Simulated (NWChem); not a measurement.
Everything below was run with NWChem. System: BF$_{3}$, charge 0, spin multiplicity 1, at a geometry optimised with B3LYP/def2-SVP. The structure started from a generated list of species. Level: G0W0@PBE/def2-QZVP, RI basis def2-qzvp-rifit.

Job file:

```
start mol
memory heap 200 mb stack 700 mb global 1700 mb
geometry units angstroms nocenter noautoz
  B      0.000000     0.000000    -0.000000
  F      0.000000     0.000000     1.313698
  F      1.137710     0.000000    -0.656849
  F     -1.137710     0.000000    -0.656849
  symmetry group C2v
end
basis spherical
  * library def2-qzvp
end
basis "ri basis" bse spherical
  * library def2-qzvp-rifit
end
dft
  xc xpbe96 cpbe96
  iterations 100
  direct
  tolerances tight
end
task dft energy
gw
  method cdgw
  states alpha occ 4 vir 2
end
task dft gw
```

Output (cleaned and shortened):

```
             Northwest Computational Chemistry Package (NWChem) 7.3.0
             --------------------------------------------------------

                                NWChem Input Module
                                -------------------

 Scaling coordinates for geometry "geometry" by  1.889725989
 (inverse scale =  0.529177249)

 Turning off AUTOSYM since
 SYMMETRY directive was detected!

                             Geometry "geometry" -> ""
                             -------------------------

 Output coordinates in angstroms (scale by  1.889725989 to convert to a.u.)

  No.       Tag          Charge          X              Y              Z
 ---- ---------------- ---------- -------------- -------------- --------------
    1 B                    5.0000     0.00000000     0.00000000     0.00000000
    2 F                    9.0000     0.00000000     0.00000000     1.31369800
    3 F                    9.0000     1.13771000     0.00000000    -0.65684900
    4 F                    9.0000    -1.13771000     0.00000000    -0.65684900

 Effective nuclear repulsion energy (a.u.)     110.8927124002

            Nuclear Dipole moment (a.u.)
            ----------------------------
        X                 Y               Z
 ---------------- ---------------- ----------------
     0.0000000000     0.0000000000     0.0000000000

      Symmetry information
      --------------------

 Group name             C2v
 Group number             16
 Group order               4
 No. of unique centers     3

      Symmetry unique atoms

     1    2    3


 Summary of "ao basis" -> "" (spherical)
 ------------------------------------------------------------------------------
       Tag                 Description            Shells   Functions and Types
 ---------------- ------------------------------  ------  ---------------------
 *                         def2-qzvp                  on all atoms

 new library libraries.bse/

 Summary of "ri basis" -> "" (spherical)
 ------------------------------------------------------------------------------
       Tag                 Description            Shells   Functions and Types
 ---------------- ------------------------------  ------  ---------------------
 *                      def2-qzvp-rifit               on all atoms

  pbe96 is a nonlocal functional; adding pw91lda local functional.

                                 NWChem DFT Module
                                 -----------------

 Summary of "ao basis" -> "ao basis" (spherical)
 ------------------------------------------------------------------------------
       Tag                 Description            Shells   Functions and Types
 ---------------- ------------------------------  ------  ---------------------
 B                         def2-qzvp                17       57   7s4p3d2f1g
 F                         def2-qzvp                17       57   7s4p3d2f1g

 Summary of "ao basis" -> "ao basis" (spherical)
 ------------------------------------------------------------------------------
       Tag                 Description            Shells   Functions and Types
 ---------------- ------------------------------  ------  ---------------------
 B                         def2-qzvp                17       57   7s4p3d2f1g
 F                         def2-qzvp                17       57   7s4p3d2f1g

      Symmetry analysis of basis
      --------------------------

        a1         85
        a2         34
        b1         63
        b2         46
[...]
              MO Center= -5.0D-13, -1.0D-16, -1.5D-04, r^2= 2.2D+00
   Bfn.  Coefficient  Atom+Function         Bfn.  Coefficient  Atom+Function
  ----- ------------  ---------------      ----- ------------  ---------------
    65      0.234514  2 F  px                68      0.210247  2 F  px
   124     -0.203124  3 F  pz               181      0.203124  4 F  pz
    71      0.197789  2 F  px               127     -0.182105  3 F  pz
   184      0.182105  4 F  pz               130     -0.171315  3 F  pz
   187      0.171315  4 F  pz               122     -0.117280  3 F  px

 Vector   17  Occ=0.000000D+00  E=-1.549094D-02  Symmetry=b2
              MO Center=  9.0D-15,  4.6D-15, -2.6D-06, r^2= 2.2D+00
   Bfn.  Coefficient  Atom+Function         Bfn.  Coefficient  Atom+Function
  ----- ------------  ---------------      ----- ------------  ---------------
    15      0.516149  1 B  py                12      0.361269  1 B  py
    18      0.321804  1 B  py                 9      0.317472  1 B  py
    75     -0.188100  2 F  py               132     -0.188100  3 F  py
   189     -0.188100  4 F  py                66     -0.148123  2 F  py
   123     -0.148123  3 F  py               180     -0.148123  4 F  py

 Vector   18  Occ=0.000000D+00  E=-5.441626D-03  Symmetry=a1
              MO Center= -2.4D-15, -4.4D-15, -1.0D-05, r^2= 4.3D+00
   Bfn.  Coefficient  Atom+Function         Bfn.  Coefficient  Atom+Function
  ----- ------------  ---------------      ----- ------------  ---------------
     7      1.584278  1 B  s                  6     -0.312649  1 B  s
    64     -0.277503  2 F  s                121     -0.277487  3 F  s
   178     -0.277487  4 F  s                  5      0.218663  1 B  s
    62     -0.116675  2 F  s                119     -0.116675  3 F  s
   176     -0.116675  4 F  s                 76      0.100233  2 F  pz

 Vector   19  Occ=0.000000D+00  E= 5.391696D-02  Symmetry=a1
              MO Center= -1.5D-09, -1.5D-15, -2.2D-01, r^2= 9.7D+00
   Bfn.  Coefficient  Atom+Function         Bfn.  Coefficient  Atom+Function
  ----- ------------  ---------------      ----- ------------  ---------------
    19      1.620627  1 B  pz                16     -0.963892  1 B  pz
    64      0.638532  2 F  s                121     -0.319378  3 F  s
   178     -0.319378  4 F  s                 32     -0.278038  1 B  d  0
    76     -0.267120  2 F  pz                13     -0.198882  1 B  pz
   133     -0.192835  3 F  pz               190     -0.192835  4 F  pz

 center of mass
 --------------
 x =   0.00000000 y =   0.00000000 z =   0.00000000

 moments of inertia (a.u.)
 ------------------
         175.629326260948           0.000000000000           0.000000000000
           0.000000000000         351.263024109514           0.000000000000
           0.000000000000           0.000000000000         175.633697848566

     Multipole analysis of the density
     ---------------------------------

     L   x y z        total         alpha         beta         nuclear
     -   - - -        -----         -----         ----         -------
     0   0 0 0     -0.000000    -16.000000    -16.000000     32.000000

     1   1 0 0      0.000000      0.000000      0.000000      0.000000
     1   0 1 0     -0.000000     -0.000000     -0.000000      0.000000
     1   0 0 1     -0.000012     -0.000006     -0.000006      0.000000

     2   2 0 0    -16.257503    -49.729710    -49.729710     83.201916
     2   1 1 0      0.000000      0.000000      0.000000      0.000000
     2   1 0 1      0.000000      0.000000      0.000000      0.000000
     2   0 2 0    -13.478533     -6.739266     -6.739266      0.000000
     2   0 1 1      0.000000      0.000000      0.000000      0.000000
     2   0 0 2    -16.257509    -49.728677    -49.728677     83.199845

 Task  times  cpu:       77.4s     wall:       77.4s

                                NWChem Input Module
                                -------------------

                                 NWChem GW Module
                                 ----------------

                             ***********************
                             ***        GW       ***
                             ***********************

 Summary of "ri basis" -> "ri basis" (spherical)
 ------------------------------------------------------------------------------
       Tag                 Description            Shells   Functions and Types
 ---------------- ------------------------------  ------  ---------------------
 B                      def2-qzvp-rifit             33      141   9s8p7d5f3g1h
 F                      def2-qzvp-rifit             33      141   9s8p7d5f3g1h

                 Memory Information
                 ------------------
          Available GA per process is          1699.6 MBs
          Available stack per process is        700.0 MBs
          Available heap per process is           0.0 MBs

          Peak memory in Initialization
              Peak GA per process is                 20.7 MBs
              Peak stack per process is               0.7 MBs
              Peak heap per process is               21.4 MBs
              Memory not in MA per process            0.0 MBs

          Peak memory in CDGW Calculation
              Peak GA per process is                 25.8 MBs
              Peak stack per process is               4.9 MBs
              Peak heap per process is                5.1 MBs
              Memory not in MA per process            0.0 MBs

          Computing 2-center integrals
          Computing Inverse Cholesky factor
          Computing 3-center integrals
          Computing Vxc

          Computing Sigma_x
          Computing W(iw) on the imaginary grid
          Solving quasiparticle equations

                  Alpha Orbitals
          State     Energy (eV)     Error (eV)
          -----------------------------------
@GW        13        -16.132           0.003
@GW        14        -15.739           0.003
@GW        15        -15.739           0.003
@GW        16        -15.035           0.004
@GW        17          3.012           0.003
@GW        18          2.559           0.002

     GW Timing Statistics
   ------------------------
   Init.   :          0.2s
     ERIs  :          5.4s
     Distr.:          0.1s
     Vxc   :          0.2s
   Vmo     :          0.0s
   iW      :          9.7s
   I_n     :          0.0s
   R_n     :          0.8s
   GW total:         16.4s

 Task  times  cpu:       16.4s     wall:       16.4s

 Total times  cpu:       93.8s     wall:       93.8s
```
